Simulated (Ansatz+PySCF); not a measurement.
The numbers below are computed, except where a source is named.
## Ansatz (development build ahead of 0.2.0) run

```yaml
crystal:
  periodic: [false, false, false]
  atoms:
    - { symbol: O, position_ang: [0.0, 0.0, -0.11966] }
    - { symbol: H, position_ang: [0.0, 0.75417, 0.47865] }
    - { symbol: H, position_ang: [0.0, -0.75417, 0.47865] }
    - { symbol: O, position_ang: [30.04357, 0.00273, 0.11141] }
    - { symbol: H, position_ang: [30.37439, -0.48687, -0.64859] }
    - { symbol: H, position_ang: [29.27702, 0.46505, -0.24272] }
basis:
  gaussian: { orbitals: STO-3G }
magnetization:
  spin_polarized: true
hamiltonian:
  xc: hf
correlation:
  method: ccsd_t
  frozen_orbitals: { H: 0, O: 1 }
```

The input is written out in the form of the current development build from the run's settings.

Results

- Converged: yes
- Reference energy: -149.92802 hartree
- CCSD correlation energy: -0.10042 hartree
- Triples correction: -0.00013 hartree
- Total energy: -150.02857 hartree
- Spin squared of the determinant: 0.000
- Stability test: minimum
- Largest doubles amplitude: 0.08
